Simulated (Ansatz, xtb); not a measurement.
## Ranking isomers of C4H4S2

4 gas-phase structures of C4H4S2, from a drawn sample of its isomers (lower ones may exist). Each was relaxed with GFN2-xTB:

A. `Sc1ccsc1`, a singlet
B. `C#CC(=S)SC`, a singlet
C. `Sc1cccs1`, a singlet
D. `S=C1CC=CS1`, a singlet

Problem. Which do you expect lowest at r2SCAN-D4/def2-SVP, and how would the others follow?

Solution. Calculated order at r2SCAN-D4/def2-SVP: A (0.0), C (1.1), D (6.2), B (47.8) kcal/mol.

Energies above the lowest of each column, in kcal/mol; the last columns are at B3LYP-D3(BJ)/def2-SVP geometries and were run for some of them only (a dash: not run or not comparable):

| structure | GFN2-xTB | HF/STO-3G | r2SCAN-D4/def2-SVP | B3LYP-D3(BJ)/def2-SVP | CCSD(T)/def2-SVP + ΔMP2/def2-TZVPP |
| --- | --- | --- | --- | --- | --- |
| A | 0.0 | 0.5 | 0.0 | 0.2 | 0.0 |
| C | 2.1 | 0.0 | 1.1 | 0.0 | 0.3 |
| D | 5.6 | 11.2 | 6.2 | 6.8 | 9.5 |
| B | 46.0 | 62.1 | 47.8 | – | – |

CCSD(T)/def2-SVP + ΔMP2/def2-TZVPP has A and C within 1 kcal/mol of each other at the bottom, and every level picks one of them. Flexible structures stand in one conformer each, not always the lowest. Frequencies (GFN2-xTB) were run for A, C, D alone. ΔMP2 is the change of the MP2 energy from the smaller to the larger basis.

Over these structures GFN2-xTB departs from r2SCAN-D4/def2-SVP by 0.8 kcal/mol on average once a common shift is removed. A GFN2-xTB relaxation took about 0.15 s and the r2SCAN-D4/def2-SVP energy about 2.4 s on a shared host (Ansatz 0.2.0, xtb 6.7.1).
